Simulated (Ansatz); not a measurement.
Ansatz (an electronic-structure program) input (CCSD(T)/cc-pCVTZ): A basis named .json is the Basis Set Exchange file of that set (core-valence sets with the plain set on hydrogen).

Ansatz 0.2 input:
```yaml
crystal:
  periodic: [false, false, false]
  atoms:
    - {symbol: C, position_ang: [0.00171763, -0.00263817, 0.32505308]}
    - {symbol: F, position_ang: [-0.01708335, 1.26042782, -0.06192073]}
    - {symbol: F, position_ang: [1.09904525, -0.61482395, -0.08303830]}
    - {symbol: F, position_ang: [-1.08310698, -0.64384509, -0.07174301]}
basis:
  gaussian:
    orbitals: cc-pCVTZ.json
magnetization: {spin_polarized: true, initial_magnetization: 1}
correlation: {method: ccsd_t, frozen_orbitals: {C: 0, F: 0}}
```

Output:

```
Functional definition: HF
integrals: 0.84 GiB planned
1093 factors; integrals over basis functions are off by at most 4.5e-4 eV
mean field: 0.62 GiB planned
mean field evaluation 1: about -9147.1632 eV, gradient 2.8e1 eV
mean field evaluation 2: about -9147.1778 eV, gradient 2.8e1 eV
mean field evaluation 4: about -9150.1204 eV, gradient 3.0e0 eV
mean field evaluation 8: about -9150.2226 eV, gradient 2.2e-1 eV
mean field evaluation 16: about -9150.1844 eV, gradient 1.1e0 eV
mean field -9150.22333864 eV, -336.2645054508 hartree, gradient 7.7e-6 eV, S^2 0.754323; 0 other end points of the search recorded, 0 dependent functions left out
reference -9150.22333864 eV, -336.2645054508 hartree; 17, 16 occupied and 155, 156 virtual orbitals, 1093 factors
second order -30.11836249 eV of doubles, -0.00000000 eV of singles
coupled cluster: 3.19 GiB planned
cycle   1  -29.68229841 eV  change    4.4e-1 eV  update   9.4e-2
cycle   2  -30.19492431 eV  change   -5.1e-1 eV  update   2.7e-2
cycle   3  -30.31049565 eV  change   -1.2e-1 eV  update   1.5e-2
cycle   4  -30.29004984 eV  change    2.0e-2 eV  update   4.5e-3
cycle   5  -30.28838240 eV  change    1.7e-3 eV  update   2.1e-3
cycle   6  -30.28999719 eV  change   -1.6e-3 eV  update   5.2e-4
cycle   7  -30.28998350 eV  change    1.4e-5 eV  update   2.1e-4
cycle   8  -30.28996769 eV  change    1.6e-5 eV  update   6.2e-5
cycle   9  -30.28997160 eV  change   -3.9e-6 eV  update   2.3e-5
perturbative correction -0.82710252 eV, -0.0303954569 hartree
Total energy: -9181.34041275 eV, -337.4080368325 hartree
```
